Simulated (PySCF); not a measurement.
# Beryllium: a sound run and one with changed settings

Sound run: Be [He] 2s2, Be⁺ [He] 2s1. Calculation: PySCF 2.14, in x2c-SVPall (3s2p, 9 functions); the spin-free X2C one-electron Hamiltonian (Gaussian nucleus). In the sound run the correlated levels freeze 1s2. The sound run starts from symmetry-adapted Hartree-Fock orbitals and uses a fine grid where one is needed.

Changed run: initial guess 1e, at most 50 SCF cycles.

| species | method | sound run (hartree) | changed run (hartree) | converged |
| --- | --- | --- | --- | --- |
| Be | UHF | -14.55620 | -14.55620 | yes |
| Be | PBE0 | -14.62112 | -14.62112 | yes |
| Be | CCSD(T) | -14.60039 | -14.60039 | yes |
| Be⁺ | LDA | -14.10137 | -14.10137 | yes |

Here the plain start reaches the same solutions.
